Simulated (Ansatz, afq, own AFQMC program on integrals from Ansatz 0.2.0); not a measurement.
Integrals from Ansatz 0.2.0, then the random walk in our own AFQMC program (afq).

```yaml
crystal:
  periodic: [false, false, false]
  atoms:
    - {symbol: Al, position_ang: [0.000000, 0.000000, 0.000000]}
    - {symbol: H, position_ang: [0.000000, 0.000000, 2.316000]}
basis:
  gaussian: {orbitals: aug-cc-pVDZ}
total_charge: -1
magnetization: {spin_polarized: true, initial_magnetization: 1}
correlation: {method: ccsd_t, electrons: outside_noble_gas, hamiltonian_folder: ham}
```

```sh
$ ansatz run in.yaml --threads 1 --pin off --events-out ev --progress --plain --max-ram 24576MiB --backend cuda --devices 0, --max-vram 18GiB
```

Options of the walk:

```
--method phaseless --trial hf --walkers 4000 --populations 20 --least-time 40 --time-step 0.005 --steps-per-block 20 --equilibration-blocks 160 --max-blocks 4000 --target-error 0.00135 --factor-cut 1e-05 --start spin_pure --seed 8057 --taylor-order 6
```

Times are imaginary, in 1/Eh. The walk had a cap of 49 s. With eight or more populations the least sampling time is a fifth of least-time, and the error comes from their spread.

```
orbitals 31  electrons 3 2  factors 205 of 356
reference energy -242.42247337 Eh
CCSD correlation -0.08819165 Eh in 12 cycles, weight of the determinant in the CISD state 0.8884
energy of the start -242.422645 Eh
 block  time / (1/Eh)  mean weight  energy / Eh
     1     0.100  1.0004  -242.431224
     2     0.200  1.0002  -242.438696
     3     0.300  1.0002  -242.445418
     4     0.400  1.0004  -242.451068
     5     0.500  1.0003  -242.456039
     7     0.700  1.0003  -242.464831
     9     0.900  1.0002  -242.471982
    13     1.300  1.0002  -242.483783
    25     2.500  1.0000  -242.498718
    37     3.700  0.9999  -242.505660
    49     4.900  0.9999  -242.508185
    61     6.100  0.9999  -242.511892
    73     7.300  1.0001  -242.514296
    85     8.500  0.9999  -242.514645
    97     9.700  1.0000  -242.513579
   109    10.900  1.0000  -242.513008
   121    12.100  1.0002  -242.512837
   133    13.300  1.0001  -242.512253
   145    14.500  1.0000  -242.512913
   157    15.700  1.0000  -242.510978
   169    16.900  1.0000  -242.511192
   181    18.100  1.0002  -242.513098
   187    18.700  1.0001  -242.518017
   193    19.300  0.9998  -242.513068
   205    20.500  1.0000  -242.513173
   217    21.700  1.0001  -242.510666
   229    22.900  0.9998  -242.512995
   235    23.500  0.9997  -242.512005
error from the spread of 20 populations
energy -242.513062 +/- 0.000984 Eh
(rows thinned)
```

Task: Estimate how long the walk took on 1 × NVIDIA H100 80GB HBM3 with 2 threads of AMD EPYC 7R13 Processor (Zen 3), on a shared host (the card was shared).

Result: 27 s of wall time.

The run passed its tests (sampling time, drift between the halves within three errors, error under three times the target), which doesn't prove that it has relaxed.

Against this walk (error 26.8 meV) on the same determinant: CCSD(T) 9.8 meV lower (within the noise), CCSDT(Q) 41.4 meV lower (within the noise), CCSDTQ 42.1 meV lower (within the noise), full CI 42.1 meV lower (within the noise), a separate phaseless walk with a CISD trial and standard settings 24.7 ± 26.9 meV lower (within the noise). The error is statistical and leaves out the bias of the constraint.

Cautions: constraint bias not in the error.

CCSDT and higher add their correlation energy to the determinant of the CCSD(T) run, since their own runs factorise the integrals more tightly (a shift of under 2 meV). A walk keeps the symmetry of its determinant, which the program's search chose and which needn't be the lowest solution, so a lower state of the same spin and another symmetry isn't excluded.
